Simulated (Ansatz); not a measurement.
**SiH+ (quintet): from Hartree-Fock to the top rungs, def2-QZVPP**

The task here is to estimate one member of a computed series from the others.

The runs use Ansatz 0.2.0, Gaussian basis; def2-QZVPP, core rule «outside noble gas», up to 5 orbitals frozen.

To be run: UHF; ROHF; CCSD(T) on UHF.

2 further runs of the same task are left out: 2 set aside as unsound or not needed.

**What is computed**

The geometry is a PBE0/def2-TZVP stationary point (not a proven minimum) of the parent state, kept for this charge and spin.

2 atoms, charge 1, spin multiplicity 5.

Atoms are counted from 1 here; the program's logs count them from 0.

Bond lengths: Si1–H2 1.547 Å.

The first run:

in.yaml

```yaml
crystal:
  periodic: [false, false, false]
  atoms:
    - {symbol: Si, position_ang: [0.000000, 0.000000, 0.000000]}
    - {symbol: H, position_ang: [0.000000, 0.000000, 1.547200]}
basis:
  gaussian: {orbitals: "def2-QZVPP.json"}
total_charge: 1
magnetization: {spin_polarized: true, initial_magnetization: 4}
hamiltonian: {xc: hf}
output: {orbitals: {seedname: orbitals}}
```

The run is started by

```bash
ansatz run in.yaml --threads 1 --pin off --events-out ev --progress --plain --max-ram 4096MiB --backend cpu
```

Steps of the session up to this table: UHF; ROHF; CCSD(T) on UHF.

One of the session's tables, all rows but one given; the rest of the session is left out.

It belongs to the step «Misses and costs». 

```
  method  from UCCSD(T) (meV)
    ROHF               +725.1
     UHF               +718.0
    UMP2               +219.6
   UCCSD                    ?
UCCSD(T)                    0
```

Estimate the missing values for UCCSD.

As computed: from UCCSD(T) (meV): +11.0. In the column «from UCCSD(T) (meV)» it lies between UCCSD(T) (0) and UMP2 (+219.6).
